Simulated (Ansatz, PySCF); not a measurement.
Species: C2H6O, charge 0, singlet. C2H6O (ethanol, SMILES OCC).
B3LYP-D3(BJ)/def2-TZVP minimum from Ansatz (a program for electronic structure):
```
C
H 1 1.0973
H 1 1.0973 2 107.69
O 1 1.4270 2 110.49 3 -120.76
H 4 0.9624 1 108.87 2 59.54
C 1 1.5131 2 110.09 3 120.04
H 6 1.0909 1 110.47 2 60.81
H 6 1.0909 7 108.30 1 -121.11
H 6 1.0917 7 108.54 8 -117.66
```

Total energies in hartree (Ansatz). Open shells are spin-unrestricted; no spin-orbit coupling. Cores are frozen in correlated methods. No relativity. For partners of very few electrons the exact lower level stands in for a higher one.

```tsv
species	HF/cc-pVTZ	CCSD(T)/cc-pVTZ	HF/cc-pVQZ	CCSD(T)/cc-pVQZ	CCSD(T)/cc-pVDZ	CCSDT(Q)/cc-pVDZ
1: C2H6O (ethanol, SMILES CCO)	-154.14243	-154.79527	-154.15422	-154.84492	-154.62297	-154.62460
2: C (triplet)	-37.69157	-37.78076	-37.69331	-37.78654	-37.76038	-37.76071
3: O (triplet)	-74.81176	-74.97396	-74.81729	-74.99357	-74.90995	-74.91013
4: H (doublet)	-0.49981	-0.49981	-0.49995	-0.49995	-0.49928	-0.49928
```

Question: Work out the enthalpy of formation at 298 K (by atomisation, with ideal-gas terms from PySCF's Hessian at B3LYP-D3(BJ)/def2-TZVP and the atoms' measured values of the G2/97 table; no spin-orbit terms) in kcal/mol: take Hartree-Fock from cc-pVQZ, extrapolate the CCSD(T) correlation energy as X^-3 (X = 3, 4), and add CCSDT(Q) - CCSD(T) in cc-pVDZ. The further terms named in the bracket sum to +1.20223 hartree. 1 hartree = 627.51 kcal/mol.

Answer: 
Species 1: correlation (64·(-0.69070) - 27·(-0.65284))/37 = -0.71833; step -0.00163; E1 = -154.15422 + (-0.71833) + (-0.00163) = -154.87418
Species 2: correlation (64·(-0.09323) - 27·(-0.08919))/37 = -0.09618; step -0.00033; E2 = -37.69331 + (-0.09618) + (-0.00033) = -37.78982
Species 3: correlation (64·(-0.17628) - 27·(-0.16220))/37 = -0.18655; step -0.00018; E3 = -74.81729 + (-0.18655) + (-0.00018) = -75.00402
Species 4: correlation (64·(0.00000) - 27·(0.00000))/37 = 0.00000; step +0.00000; E4 = -0.49995 + (0.00000) + (+0.00000) = -0.49995
+1·E1 -2·E2 -1·E3 -6·E4 +1.20223 = -0.08859 hartree = -55.6 kcal/mol. Measured: -56.1 kcal/mol, -234.6 kJ/mol (Active Thermochemical Tables 1.112 (ions: stationary electron), as tabulated in the package chemicals); atomic spin-orbit terms, which the calculations lack, would raise the computed values. The composite differs from it by +0.5 kcal/mol; core, relativistic and spin-orbit terms are not in it.
